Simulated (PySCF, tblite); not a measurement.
# boron trichloride and methylamine

A gas-phase complex of boron trichloride and methylamine; neutral, singlet. The structure comes from a short search (6 tight-binding starts) and was relaxed by PBE0-D3(BJ)/def2-SVPD; another way of binding may lie lower. No frequency run checks that it is a minimum.

| part | name | SMILES | atoms | charge | multiplicity |
| --- | --- | --- | --- | --- | --- |
| 1 | boron trichloride | ClB(Cl)Cl | 1–4 | 0 | 1 |
| 2 | methylamine | CN | 5–11 | 0 | 1 |

Coordinates in Å:
```
Cl1     0.673    0.393   -1.553
B2     -0.670    0.284   -0.309
Cl3    -1.062   -1.438    0.189
Cl4    -0.382    1.387    1.138
C5     -2.494    0.199   -2.206
N6     -1.993    0.882   -0.997
H7     -1.708    0.226   -2.967
H8     -2.711   -0.842   -1.947
H9     -3.398    0.700   -2.571
H10    -2.707    0.891   -0.266
H11    -1.780    1.861   -1.200
```

```csv
contact,kind (by geometry),distance (Å),angle (°)
B2···N6,bond,1.607,-
```

The parts are joined by the bond B2–N6, so these are energies of forming such bonds; deforming the relaxed parts to their shape in the adduct costs 25.3 kcal/mol, which the interaction energies leave out.

Interaction energies are complex less parts, with the parts frozen as they stand in it; counterpoise-corrected, in kcal/mol (PySCF).

Question: How strongly do the parts interact, level by level?

Answer: 
| level | interaction | superposition error removed |
| --- | --- | --- |
| wB97M-D3(BJ)/def2-SVPD | -60.67 | -2.86 |
| PBE0-D3(BJ)/def2-SVPD | -62.15 | -2.99 |

Question: What holds them together? Decompose the wB97M-D3(BJ)/def2-SVPD energy: frozen parts, their antisymmetrised product, then relaxation.

Answer: electrostatic -131.7, Pauli repulsion +193.7, orbital relaxation -120.8, dispersion correction -4.7 kcal/mol, which sum to the value before the counterpoise correction; the Pauli term holds the exchange-correlation of the frozen density too. Of the attraction, 51 % is electrostatic, 47 % is orbital relaxation, 2 % is dispersion correction.

The parts were also relaxed and run alone, at the levels used for the complex: shieldings by PBE0/pcSseg-1; core levels by delta-SCF with SCAN, pcX-2 on the ionised atom and pcseg-1 elsewhere, spin-free X2C (2p3/2 is the spin-free 2p value less a third of a first-order spin-orbit splitting).

Values alone: shielding of B2 (ppm): 49.5; shielding of N6 (ppm): 247.9; Cl1 2p3/2 core level (eV): 207.10; B2 1s core level (eV): 199.89; N6 1s core level (eV): 405.10.

Question: How do these values change when the complex forms?

Answer: 
| property | alone | in the complex | change |
| --- | --- | --- | --- |
| shielding of B2 (ppm) | 49.5 | 94.3 | +44.8 |
| shielding of N6 (ppm) | 247.9 | 181.3 | -66.6 |
| Cl1 2p3/2 core level (eV) | 207.10 | 205.53 | -1.57 |
| B2 1s core level (eV) | 199.89 | 198.67 | -1.22 |
| N6 1s core level (eV) | 405.10 | 408.67 | +3.58 |

The core-hole state of B2 is spin-contaminated (⟨S²⟩ 0.81 against 0.75 for a pure doublet), so that value and differences from it are less sure.

The 4 runs behind this took 4.1 min in all, one thread each of Arm Neoverse N1 on a shared host, launched as `OMP_NUM_THREADS=1 python cluster_run.py task.json out`.
